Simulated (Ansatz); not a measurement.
Start from `C/C=C\F` and change one atom or group to get `N/C=C\F`.

Ansatz, PBE0-D4/def2-TZVP geometries, multiplicity 1. Each molecule was computed in one conformer, which needn't be the lowest.

```csv
property,`C/C=C\F`
LUMO energy (B3LYP/def2-TZVPP) / eV,0.37
HOMO energy (B3LYP/def2-TZVPP) / eV,-7.03
size of the dipole moment (B3LYP/def2-TZVPP) / D,1.39
LUMO energy (PBE/def2-TZVPP) / eV,-0.40
HOMO energy (PBE0/def2-TZVPP) / eV,-7.23
size of the dipole moment (PBE/def2-TZVPP) / D,1.26
```

Problem. What does the change do to each property? (Estimate.)

Solution. Ansatz gave: 
```csv
property,`N/C=C\F`,shift
LUMO energy (B3LYP/def2-TZVPP) / eV,0.62,0.25
HOMO energy (B3LYP/def2-TZVPP) / eV,-5.84,1.19
size of the dipole moment (B3LYP/def2-TZVPP) / D,2.00,0.61
LUMO energy (PBE/def2-TZVPP) / eV,0.10,0.50
HOMO energy (PBE0/def2-TZVPP) / eV,-6.03,1.20
size of the dipole moment (PBE/def2-TZVPP) / D,1.91,0.65
```

With PBE0 the HOMO rises by 1.20 eV and the LUMO rises by 0.36 eV, so the gap narrows by about 0.84 eV. PBE moves the HOMO by 1.21 eV and ωB97M-V by 1.23 eV. Dipoles are sizes alone; their direction can turn.

B3LYP here is the variant with VWN-RPA as its local correlation; programs differ in this.
